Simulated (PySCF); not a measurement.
**A diatomic session: NaF+**

Aim: find the lowest electronic state of NaF+, scan its bond at several levels of theory, and get bond length, wavenumber and dissociation energy from each curve.

The runs use PySCF 2.14.0; Na jorge-DZP-DKH, F jorge-DZP-DKH, spin-free X2C with a Gaussian nucleus.

**1. The job**

The job is set up so:

* atoms: Na, F
* charge: 1
* basis: Na jorge-DZP-DKH, F jorge-DZP-DKH
* Hamiltonian: spin-free X2C with a Gaussian nucleus
* basis functions: 39
* electrons treated: 19
* masses in u: 22.9898, 18.9984
* levels: PBE0, PBE, r²SCAN, BP86, MN15, PW91, LC-ωPBE, HF, MP2, SCS-MP2, CCSD, CCSD(T)
* grid: 80 radial by 434 angular points
* occupations: held fixed by the projection of orbital angular momentum
* dissociation limit: Na+ + F, each in its ground configuration
* starting distance in angstrom: 2.290
* values of 2S to try: 1, 3

After this run come: The PBE0 curve of the state that the search chose; Other states along the same grid; PBE; r²SCAN; BP86 (GGA); MN15 (hybrid meta-GGA); PW91 (GGA); LC-ωPBE (range-separated hybrid); UHF (mean field); Correlated methods on the Hartree–Fock reference.

Before running it: what results should come out? Wanted: for each run, Re; ωe; De; μ.

As calculated:

Lowest PBE0 solution found, without spin–orbit coupling: ²Π (doublet), unpaired electrons π ↑. The other levels ran on it alone.

| level | Re (Å) | ωe (cm⁻¹) | De (eV) | μ (D) |
| --- | --- | --- | --- | --- |
| UHF | 2.553 | 125.3 | 0.136 | -5.33 |
| UHF-MP2 | 2.513 | 143.8 | 0.187 | n/a |
| UHF-SCS-MP2 | 2.515 | 143.4 | 0.187 | n/a |
| UHF-CCSD | 2.509 | 145.8 | 0.195 | n/a |
| UHF-CCSD(T) | 2.507 | 147.1 | 0.200 | n/a |
| PBE | 2.465 | 165.2 | 0.273 | -4.94 |
| PW91 | 2.459 | 167.3 | 0.289 | -4.92 |
| BP86 | 2.526 | 140.0 | 0.211 | -5.11 |
| r²SCAN | 2.477 | 154.8 | 0.219 | -5.05 |
| PBE0 | 2.476 | 154.6 | 0.219 | -5.04 |
| MN15 | 2.512 | 151.7 | 0.216 | -5.14 |
| LC-ωPBE | 2.495 | 151.6 | 0.232 | -5.08 |

De is counted to Na+ + F in their ground configurations. A positive dipole points from Na to F; in an ion it is taken about the centre of mass and does not tell which atom is negative.

What this shows: Bond lengths run from 2.459 Å (PW91) to 2.553 Å (UHF). CCSD(T) can't serve as the judge here: for a weak bond in this basis it is far from its limit. Of the levels with a De here, UHF gives the least (0.136 eV) and PW91 the most (0.289 eV).

Correlated steps freeze 2 core orbitals. The bond is weak, and basis-set superposition, which was not computed, may be a sizeable part of it.
